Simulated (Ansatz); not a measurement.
Born–Oppenheimer molecular dynamics of BH₆P (8 atoms, charge 0, multiplicity 1). It starts at the highest image of a converged band. Of that band: Neighbouring images differ by up to 1.5 eV, so the band resolves the path poorly. A vibrational analysis at the climbing image gives one clearly imaginary mode, 1377i cm⁻¹: a first-order saddle point.

Theory: RHF/6-31G* in Ansatz.

```yaml
ensemble: NVE (velocity Verlet)
time_step: 0.5 fs
steps_asked: 200
starting_velocities_drawn_for: 300 K
seed: 7672
```

First frame:

```xyz
8
Properties=species:S:1:pos:R:3
B -0.042 -0.283 0.191
H 0.101 0.398 1.243
H 0.915 -0.115 -0.486
H -1.177 -0.141 -0.126
P -0.063 -2.365 0.808
H -0.280 -2.649 -0.542
H 1.321 -2.583 0.777
H 0.123 -0.685 1.377
```

How far do the bonds stretch over the last three quarters of this one trajectory? (Pairs bonded in most of those frames.)


```csv
bond,mean (Å),spread (Å),shortest,longest
B1–H2,1.194,0.034,1.14,1.25
B1–H3,1.190,0.026,1.14,1.24
B1–H4,1.190,0.022,1.14,1.24
P5–H6,1.404,0.015,1.38,1.43
P5–H7,1.409,0.023,1.37,1.45
P5–H8,1.424,0.083,1.30,1.54
```

Mean temperature of the second half: 2187 K. The conserved energy stayed within 0.25 meV per atom of its start (net change 0.11 meV per atom), so the integration is sound. The kinetic energy rose, since the run started high on the potential surface and went downhill. It ends in pieces (BH3 + H3P), so much of that is their flight and rotation, not heat. A run of 0.1 ps of so small a system gives no equilibrium averages. The orbitals stay closed-shell, which can raise the energy where a bond breaks towards radicals; this wasn't checked here.

The run took 86 s on 1 thread of Arm Neoverse V1, with other jobs on the host, peak memory 0.078 GiB.
